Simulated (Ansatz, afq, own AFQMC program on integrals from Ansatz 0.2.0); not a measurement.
# H₂O (singlet): quantum Monte Carlo beside coupled cluster as a free ligand, def2-SVP

One table from this session's results is given with a row withheld; the runs are named, their logs left out.

The runs use Ansatz 0.2.0, Gaussian basis, and an in-house AFQMC program (afq) on its integrals; all values are calculated; def2-SVP, frozen cores.

To be run: Full CI; PBE (unrestricted); r2SCAN (unrestricted); PBE0 (unrestricted); B3LYP (unrestricted); wB97M-V (unrestricted); B2PLYP (unrestricted); CCSD(T) on RHF; CCSDT(Q) on RHF; CCSDTQ on RHF; Phaseless AFQMC, CISD trial on RHF; Phaseless AFQMC, single-determinant trial on RHF; Free-projection AFQMC, CISD trial on RHF; UHF.

## The system

The geometry is a PBE0/def2-SVP stationary point (not a proven minimum).

3 atoms, charge 0, spin multiplicity 1.

Atoms are counted from 1 here; the program's logs count them from 0.

Bond lengths: O1–H2 0.963 Å, O1–H3 0.963 Å. Angles: H2–O1–H3 103.2°.

The first run:

Input file in.yaml:

```yaml
crystal:
  periodic: [false, false, false]
  atoms:
    - {symbol: O, position_ang: [1.314928, 0.991618, -1.370473]}
    - {symbol: H, position_ang: [2.096189, 0.433826, -1.443294]}
    - {symbol: H, position_ang: [1.567884, 1.639656, -0.704932]}
basis:
  gaussian: {orbitals: def2-SVP}
correlation: {method: fci, electrons: outside_noble_gas}
```

Run with:

```bash
$ ansatz run in.yaml --threads 1 --pin off --events-out ev --progress --plain --max-ram 24576MiB --backend cuda --devices 0, --max-vram 18GiB
```

Steps of the session up to this table: Full CI; PBE (unrestricted); r2SCAN (unrestricted); PBE0 (unrestricted); B3LYP (unrestricted); wB97M-V (unrestricted); B2PLYP (unrestricted); CCSD(T) on RHF; CCSDT(Q) on RHF; CCSDTQ on RHF; Phaseless AFQMC, CISD trial on RHF; Phaseless AFQMC, single-determinant trial on RHF; Free-projection AFQMC, CISD trial on RHF; UHF.

One of the session's tables, all rows but one given; the rest of the session is left out.

On the RHF determinant, counted from full CI (exact for this spin and basis):

| level | from full CI (kJ/mol) |
| --- | --- |
| HF | +564.1 |
| MP2 | +34.8 |
| CCSD | +9.6 |
| CCSD(T) | +1.7 |
| CCSDT(Q) | 0.0 |
| CCSDTQ | 0.0 |
| full CI | 0.0 |
| Phaseless AFQMC, CISD trial, step 0.005, 4000 walkers | ? |
| Phaseless AFQMC, single-determinant trial, step 0.005, 4000 walkers | -2.9 |
| Free-projection AFQMC, CISD trial, step 0.03, 4000 walkers | +0.3 |

**Question.** Estimate the row for Phaseless AFQMC, CISD trial, step 0.005, 4000 walkers.

As computed: from full CI (kJ/mol): -0.1. In the column «from full CI (kJ/mol)» it lies between Phaseless AFQMC, single-determinant trial, step 0.005, 4000 walkers (-2.9) and CCSDT(Q) (0.0).

Limits of these values: On RHF the phaseless walk with the CISD trial lies -0.1 kJ/mol from full CI, within three error bars.
